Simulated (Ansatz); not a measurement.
in.yaml

```yaml
crystal:
  periodic: [false, false, false]
  atoms:
    - {symbol: Sb, position_ang: [0.000000, 0.000000, 0.000000]}
    - {symbol: H, position_ang: [0.355943, 1.293855, 1.306929]}
    - {symbol: H, position_ang: [-0.534985, -1.277587, 1.261103]}
    - {symbol: H, position_ang: [-0.346643, 1.280398, -1.322588]}
    - {symbol: H, position_ang: [0.525685, -1.296666, -1.245444]}
basis:
  gaussian: {orbitals: def2-SVP}
magnetization: {spin_polarized: false, initial_magnetization: 3}
correlation: {method: ccsd, electrons: valence}
```

```sh
$ ansatz run in.yaml --threads 1 --pin off --events-out ev --progress --plain --max-ram 2393MiB
```

Q: Roughly how long does this take on 1 thread of Arm Neoverse V1, shared host, and how much host memory?

A: 6.5 s wall and 0.15 GiB.

```
538 factors; integrals over basis functions are off by at most 6.0e-4 eV
mean field evaluation 1: about -6565.1966 eV, gradient 6.9e0 eV
mean field evaluation 2: about -6565.2893 eV, gradient 6.9e0 eV
mean field evaluation 4: about -6565.7009 eV, gradient 6.8e-1 eV
mean field evaluation 8: about -6565.7048 eV, gradient 1.5e-4 eV
mean field evaluation 16: about -6565.7554 eV, gradient 8.4e-1 eV
mean field evaluation 32: about -6565.7886 eV, gradient 4.1e-1 eV
mean field evaluation 64: about -6565.7678 eV, gradient 4.6e-1 eV
mean field evaluation 96: about -6562.9770 eV, gradient 6.1e-1 eV
mean field evaluation 128: about -6563.4442 eV, gradient 3.3e-3 eV
mean field -6565.79119710 eV, -241.2883760404 hartree, gradient 2.5e-6 eV, S^2 3.750000; 8 other end points of the search recorded, 0 dependent functions left out
mean field evaluation 160: about -6566.5088 eV, gradient 6.8e-1 eV
determinant -6565.79119710 eV, -241.2883760404 hartree, with singles and doubles -6570.88650654 eV, -241.4756252084 hartree
determinant -6565.70478986 eV, -241.2852006328 hartree, with singles and doubles -6570.90570498 eV, -241.4763307381 hartree
determinant -6563.44421364 eV, -241.2021259888 hartree, with singles and doubles -6568.30148556 eV, -241.3806274396 hartree
determinant -6562.97567322 eV, -241.1849074462 hartree, with singles and doubles -6568.25699609 eV, -241.3789924820 hartree
determinant -6565.79119710 eV, -241.2883760404 hartree, with singles and doubles -6570.88849670 eV, -241.4756983455 hartree
determinant -6565.70478986 eV, -241.2852006328 hartree, with singles and doubles -6570.90565492 eV, -241.4763288984 hartree
4 core orbitals not correlated: weight in the atoms' cores, before any rotation towards them, 1.000 or more for the frozen orbitals, at most 0.000 for the correlated occupied ones
reference -6565.70478986 eV, -241.2852006328 hartree; 11, 8 occupied and 31, 34 virtual orbitals, 538 factors
second order -4.04882137 eV of doubles, -0.35410186 eV of singles
cycle   1  -5.20086688 eV  change   -1.8e-6 eV  update   2.1e-6
Total energy: -6570.90565674 eV, -241.4763289656 hartree
```
